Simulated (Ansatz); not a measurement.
# CHBO (SMILES B1=CO1): one structure at several levels

One table from this session's results is given with a row withheld; the runs are named, their logs left out.

Computed with Ansatz 0.2.0, Gaussian basis. Level: single points in def2-TZVPP.

Cores are frozen in the correlated methods.

### Starting geometry

SMILES `B1=CO1`, 4 atoms, charge 0, spin multiplicity 1.

Atoms are counted from 1 here; the program's logs count them from 0.

Bond lengths: B1–C2 1.495 Å, B1–O3 1.430 Å, C2–O3 1.311 Å, C2–H4 1.057 Å. Angles: C2–B1–O3 53.2°, B1–C2–O3 60.9°, B1–C2–H4 161.4°, O3–C2–H4 118.9°, B1–O3–C2 65.9°.

As a file:

```xyz
4

B    -1.2089   -0.3224    0.0711
C     0.1165    0.3683    0.1119
O     0.0798   -0.9355   -0.0219
H     0.9847    0.8890   -0.1919
```

Set-up of the first run:

Contents of run/in.yaml:

```yaml
crystal:
  periodic: [false, false, false]
  atoms:
    - {symbol: B, position_ang: [-1.208900, -0.322400, 0.071100]}
    - {symbol: C, position_ang: [0.116500, 0.368300, 0.111900]}
    - {symbol: O, position_ang: [0.079800, -0.935500, -0.021900]}
    - {symbol: H, position_ang: [0.984700, 0.889000, -0.191900]}
basis:
  gaussian: {orbitals: def2-TZVPP}
correlation: {method: ccsd_t}
output: {forces: true}
```

No record of the launch command was kept for these runs.

Steps of the session up to this table: CCSD(T)/def2-TZVPP; PBE0-D4/def2-TZVPP; wB97M-V/def2-TZVPP; r2SCAN-D4/def2-TZVPP; PBE-D4/def2-TZVPP; BLYP-D4/def2-TZVPP; CAM-B3LYP-D4/def2-TZVPP.

One of the session's tables, all rows but one given; the rest of the session is left out.

```
      method  RMS force component (eV/Å)  angle to CCSD(T) forces (°)  dipole (D)
     CCSD(T)                       1.466                    reference        4.40
     PBE0-D4                       1.161                         15.4        4.21
     wB97M-V                           ?                            ?           ?
   r2SCAN-D4                       1.011                         10.3        3.91
      PBE-D4                       1.027                         28.7        3.55
     BLYP-D4                       1.086                         29.5        3.57
CAM-B3LYP-D4                       1.336                         22.4        4.57
```

**Question.** Estimate the row for wB97M-V.

The run gave: RMS force component (eV/Å): 1.440; angle to CCSD(T) forces (°): 16.5; dipole (D): 4.62. In the column «RMS force component (eV/Å)» it lies between CAM-B3LYP-D4 (1.336) and CCSD(T) (1.466).
